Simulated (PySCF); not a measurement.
# C4H5P: the cost of one run

The runs use PySCF 2.14.0, with density-fitted response routines of our own; the level of theory stands in each step. All values are computed, except where a source is named. Atoms count from 0, in the outputs and in this text.

**1. Starting geometry**

10 atoms, charge 0, multiplicity 1; geometry from: GFN2-xTB. The atoms were then displaced at random by about 0.01 Å, so the start is not that level's minimum.

Bonds of the start (Å): C0–C1 1.42, C1–C2 1.35, C2–P3 1.76, P3–C4 1.82, C4–C0 1.38, C0–H5 1.05, C1–H6 1.09, C2–H7 1.11, P3–H8 1.42, C4–H9 1.08.

**2. Relaxing the molecule at PBE0-D3(BJ)/def2-TZVP**

Job settings and geometry (Å):

```
{"job": {"xc": "PBE0", "basis": "def2-TZVP", "d3": "d3bj", "grid": 2, "shake": 0.01, "kind": "geom"}, "charge": 0, "multiplicity": 1}
C     -0.348470    -1.081940     0.270420
C      0.968580    -0.619240     0.000020
C      1.035890     0.658600    -0.428740
P     -0.549460     1.370030    -0.685600
C     -1.308960    -0.122260     0.035080
H     -0.581630    -2.044660     0.629880
H      1.834250    -1.261870     0.159050
H      1.981120     1.181400    -0.683160
H     -0.611540     2.149740     0.496560
H     -2.369350    -0.250740     0.185440
```

On the command line:

```console
$ OMP_NUM_THREADS=1 python probes_run.py task.json out
```

This one command runs all jobs of the session in turn.

Q: Estimate the wall time and peak memory of this first job on 1 thread of Arm Neoverse N1, shared host.

About 3 min, with a peak of 0.8 GiB.
